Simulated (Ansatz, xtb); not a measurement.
CH3BSi+: which of two structures lies lower

Structure a is a doublet given by its coordinates and structure b is a doublet given by its coordinates. Both are isolated ions in the gas phase, relaxed with PBE0-D3(BJ)/def2-SVP.

a (Å):

```yaml
atoms:
  - { symbol: C, position_ang: [0.3669, -0.5696, -0.0387] }
  - { symbol: B, position_ang: [-0.8389, -1.3840, -0.2121] }
  - { symbol: Si, position_ang: [-0.8024, 0.9618, 0.1922] }
  - { symbol: H, position_ang: [-1.7507, -2.1455, -0.2871] }
  - { symbol: H, position_ang: [0.7024, -0.2576, -1.0642] }
  - { symbol: H, position_ang: [1.2392, -0.8521, 0.5780] }
```

Close contacts (Å): C1–B2 1.47, C1–Si3 1.94, B2–Si3 2.38, C1–H5 1.12, C1–H6 1.11, B2–H4 1.19.

b (Å):

```xyz
6

C     0.6613   -0.1485   -0.3819
B     0.4798    0.0746    1.0750
Si    0.2807    0.3790    3.0792
H     1.7606   -0.2047   -0.5535
H     0.2291   -1.1074   -0.7238
H     0.2772    0.6881   -0.9947
```

Close contacts (Å): C1–B2 1.49, B2–Si3 2.04, C1–H4 1.11, C1–H5 1.11, C1–H6 1.11.

Estimate E(b) − E(a) at the level CCSD(T)/def2-TZVP.

Too close to call at this level: CCSD(T)/def2-TZVP gives E(b) − E(a) = +0.97 kJ/mol.

Level by level:

| level | geometry | E(b) − E(a) (kJ/mol) | departure from the last row (kJ/mol) | job, with rough time for the two |
| --- | --- | --- | --- | --- |
| PBE0-D3(BJ)/def2-SVP | PBE0-D3(BJ)/def2-SVP | +2.75 | +1.77 | optimisation, 72 s |
| HF/def2-TZVP | PBE0-D3(BJ)/def2-SVP | −22.62 | −23.59 | part of the CCSD(T) run |
| MP2/def2-TZVP | PBE0-D3(BJ)/def2-SVP | +22.82 | +21.85 | part of the CCSD(T) run |
| CCSD(T)/def2-TZVP | PBE0-D3(BJ)/def2-SVP | +0.97 |  | single point, 68 s |

The largest departure from CCSD(T)/def2-TZVP is that of HF/def2-TZVP, 23.59 kJ/mol. Levels run at GFN2-xTB geometries aren't shown.

With harmonic frequencies from PBE0-D3(BJ)/def2-SVP (ideal gas, rigid rotor, one conformer each, 298.15 K, 1 atm): the zero-point term adds +6.58 kJ/mol; ΔH is +7.94 and ΔG +7.20 kJ/mol.

The T1 diagnostic of structure b is large, so the coupled-cluster value is less sure. Open shells are spin-unrestricted, with notable spin contamination under HF/def2-TZVP, MP2/def2-TZVP, CCSD(T)/def2-TZVP. The correlated steps freeze 7 core orbitals. Mirror images aren't counted in ΔG. Codes used: Ansatz 0.2.0; the last row on 1 thread of Arm Neoverse V1 on a shared host.
